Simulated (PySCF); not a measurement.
PySCF input for NaCl, SMILES [Na][Cl], TDA-B3LYP/def2-TZVPD. Geometry optimised at B3LYP-D3(BJ)/def2-TZVPD.

```python
import numpy as np
from pyscf import gto, scf, dft, tdscf

mol = gto.M(
    atom='''
    Na    0.00000000    0.00000000   -1.43807721
    Cl    0.00000000    0.00000000    0.93052055
    ''',
    basis='def2-TZVPD',
    charge=0,
    spin=0,
    symmetry=True,
    symmetry_subgroup='C2v',
    max_memory=1600,
    verbose=4,
)
mf = dft.RKS(mol, xc='b3lyp').density_fit(auxbasis='def2-universal-jkfit')
mf.grids.level = 3
mf.conv_tol = 1e-9
mf.max_cycle = 100
mf.kernel()
mf.grids = dft.Grids(mol).set(level=1).build(with_non0tab=True)  # coarser grid for the response kernel
td = tdscf.TDA(mf)
td.singlet = True
td.nstates = 10
td.conv_tol = 1e-4
td.kernel(x0=td.get_init_guess(mf, 15))
td.analyze()
tt = tdscf.TDA(mf)
tt.singlet = False
tt.nstates = 4
tt.conv_tol = 1e-4
tt.kernel(x0=tt.get_init_guess(mf, 9))
tt.analyze(verbose=3)
```

Program output:

```
PySCF version 2.14.0

[INPUT] verbose = 4
[INPUT] num. atoms = 2
[INPUT] num. electrons = 28
[INPUT] charge = 0
[INPUT] spin (= nelec alpha-beta = 2S) = 0
[INPUT] symmetry True subgroup C2v
[INPUT] Mole.unit = angstrom
[INPUT] Symbol           X                Y                Z      unit          X                Y                Z       unit  Magmom
[INPUT]  1 Na     0.000000000000   0.000000000000  -1.438077210000 AA    0.000000000000   0.000000000000  -2.717572072879 Bohr   0.0
[INPUT]  2 Cl     0.000000000000   0.000000000000   0.930520550000 AA    0.000000000000   0.000000000000   1.758428992780 Bohr   0.0

nuclear repulsion = 41.7783636011038
point group symmetry = Coov, use subgroup C2v
symmetry origin: [0.00000000e+00 0.00000000e+00 2.69960866e-09]
symmetry axis x: [1. 0. 0.]
symmetry axis y: [0. 1. 0.]
symmetry axis z: [0. 0. 1.]
num. orbitals of irrep A1 = 36
num. orbitals of irrep A2 = 7
num. orbitals of irrep B1 = 19
num. orbitals of irrep B2 = 19
number of shells = 29
number of NR pGTOs = 128
number of NR cGTOs = 81
basis = def2-TZVPD
ecp = {}


[settings echo left out]
init E= -622.4775437873
HOMO (B2) = -0.377582008575564  LUMO (A1) = -0.0857505273100365  gap/eV = 7.94114
cycle= 1 E= -622.554297602066  delta_E= -0.0768  |g|= 0.391  |ddm|= 0.835
HOMO (B2) = -0.128102787140564  LUMO (A1) = -0.0716894797794687  gap/eV = 1.53508
cycle= 2 E= -622.472807323142  delta_E= 0.0815  |g|= 0.675  |ddm|= 1.15
HOMO (B2) = -0.233590148435205  LUMO (A1) = -0.0741382957229781  gap/eV = 4.33891
cycle= 3 E= -622.60683589322  delta_E= -0.134  |g|= 0.0284  |ddm|= 0.697
HOMO (B2) = -0.231149787396324  LUMO (A1) = -0.0749055674318342  gap/eV = 4.25162
cycle= 4 E= -622.606938082453  delta_E= -0.000102  |g|= 0.0146  |ddm|= 0.0315
HOMO (B1) = -0.231615406543368  LUMO (A1) = -0.0743370603175109  gap/eV = 4.27976
cycle= 5 E= -622.606985682189  delta_E= -4.76e-05  |g|= 0.00186  |ddm|= 0.00975
HOMO (B1) = -0.231962998799814  LUMO (A1) = -0.0742655193754373  gap/eV = 4.29117
cycle= 6 E= -622.606986429584  delta_E= -7.47e-07  |g|= 0.000667  |ddm|= 0.00153
HOMO (B2) = -0.231971124785781  LUMO (A1) = -0.0742130935300445  gap/eV = 4.29281
cycle= 7 E= -622.60698651046  delta_E= -8.09e-08  |g|= 6.42e-05  |ddm|= 0.000423
HOMO (B2) = -0.231981475729103  LUMO (A1) = -0.0742086603712302  gap/eV = 4.29322
cycle= 8 E= -622.606986511875  delta_E= -1.42e-09  |g|= 6.34e-06  |ddm|= 8.09e-05
HOMO (B1) = -0.231979145341652  LUMO (A1) = -0.074207035448854  gap/eV = 4.29320
cycle= 9 E= -622.606986511898  delta_E= -2.24e-11  |g|= 4.71e-07  |ddm|= 1.18e-05
HOMO (B2) = -0.231979006844032  LUMO (A1) = -0.0742069241978065  gap/eV = 4.29320
Extra cycle  E= -622.606986511898  delta_E= -6.82e-13  |g|= 3.41e-07  |ddm|= 9.23e-07
converged SCF energy = -622.606986511898
tot grids = 12432


******** <class 'pyscf.tdscf.rks.TDA'> for <class 'pyscf.df.df_jk.DFSymAdaptedRKS'> ********
nstates = 10 singlet
deg_eia_thresh = 1.000e-03
wfnsym = None
conv_tol = 0.0001
eigh lindep = 1e-12
eigh level_shift = 0
eigh max_cycle = 100


Excitation energies (eV)
[3.47079572 3.47079572 4.14823717 5.41925017 5.42042653 5.44732137
 5.65390791 5.84445223 5.84445224 5.89136323]

** Singlet excitation energies and oscillator strengths **
Excited State   1:   B2      3.47080 eV    357.22 nm  f=0.0116
      14 -> 15       -0.70548
Excited State   2:   B1      3.47080 eV    357.22 nm  f=0.0116
      13 -> 15       -0.70548
Excited State   3:   A1      4.14824 eV    298.88 nm  f=0.1051
      12 -> 15        0.69444
Excited State   4:   A2      5.41925 eV    228.78 nm  f=0.0000
      13 -> 17        0.49333
      14 -> 16        0.49333
Excited State   5:   A1      5.42043 eV    228.74 nm  f=0.0000
      13 -> 16       -0.49324
      14 -> 17        0.49324
Excited State   6:   A2      5.44732 eV    227.61 nm  f=0.0000
      13 -> 17        0.49331
      14 -> 16       -0.49331
Excited State   7:   A1      5.65391 eV    219.29 nm  f=0.0568
      13 -> 16       -0.48830
      14 -> 17       -0.48830
Excited State   8:   B1      5.84445 eV    212.14 nm  f=0.0033
      12 -> 16        0.47187
      13 -> 18        0.49127
      13 -> 19        0.15853
Excited State   9:   B2      5.84445 eV    212.14 nm  f=0.0033
      12 -> 17       -0.47187
      14 -> 18       -0.49127
      14 -> 19       -0.15853
Excited State  10:   B1      5.89136 eV    210.45 nm  f=0.0813
      12 -> 16        0.51202
      13 -> 18       -0.46198
      13 -> 19       -0.12483

** Transition electric dipole moments (AU) **
state          X           Y           Z        Dip. S.      Osc.
  1         0.0000     -0.3689      0.0000      0.1361      0.0116
  2        -0.3689      0.0000      0.0000      0.1361      0.0116
  3         0.0000      0.0000      1.0170      1.0344      0.1051
  4         0.0000     -0.0000     -0.0000      0.0000      0.0000
  5         0.0000     -0.0000     -0.0000      0.0000      0.0000
  6        -0.0000      0.0000      0.0000      0.0000      0.0000
  7         0.0000      0.0000      0.6403      0.4100      0.0568
  8         0.1526      0.0000     -0.0000      0.0233      0.0033
  9        -0.0000     -0.1526      0.0000      0.0233      0.0033
 10        -0.7506      0.0000     -0.0000      0.5635      0.0813

** Transition velocity dipole moments (imaginary part, AU) **
state          X           Y           Z        Dip. S.      Osc.
  1         0.0000     -0.0405      0.0000      0.0016      0.0086
  2        -0.0405     -0.0000      0.0000      0.0016      0.0086
  3         0.0000      0.0000      0.1047      0.0110      0.0479
  4         0.0000      0.0000     -0.0000      0.0000      0.0000
  5         0.0000      0.0000      0.0000      0.0000      0.0000
  6        -0.0000      0.0000      0.0000      0.0000      0.0000
  7         0.0000     -0.0000      0.0887      0.0079      0.0253
  8         0.0407      0.0000     -0.0000      0.0017      0.0051
  9        -0.0000     -0.0407      0.0000      0.0017      0.0051
 10        -0.1223      0.0000     -0.0000      0.0150      0.0460

** Transition magnetic dipole moments (imaginary part, AU) **
state          X           Y           Z
  1        -0.0566      0.0000      0.0000
  2         0.0000      0.0566      0.0000
  3         0.0000     -0.0000     -0.0000
  4        -0.0000      0.0000      0.0000
  5         0.0000     -0.0000     -0.0000
  6         0.0000      0.0000     -0.0000
  7        -0.0000     -0.0000     -0.0000
  8        -0.0000     -0.0606     -0.0000
  9        -0.0606     -0.0000     -0.0000
 10        -0.0000      0.1951     -0.0000


******** <class 'pyscf.tdscf.rks.TDA'> for <class 'pyscf.df.df_jk.DFSymAdaptedRKS'> ********
nstates = 4 triplet
deg_eia_thresh = 1.000e-03
wfnsym = None
conv_tol = 0.0001
eigh lindep = 1e-12
eigh level_shift = 0
eigh max_cycle = 100


Excitation energies (eV)
[3.4012094  3.4012094  3.80868024 5.36347572]

** Triplet excitation energies and oscillator strengths **
Excited State   1:   B1      3.40121 eV    364.53 nm  f=0.0000
Excited State   2:   B2      3.40121 eV    364.53 nm  f=0.0000
Excited State   3:   A1      3.80868 eV    325.53 nm  f=0.0000
Excited State   4:   A1      5.36348 eV    231.16 nm  f=0.0000
```

The calculation finished and met its thresholds.
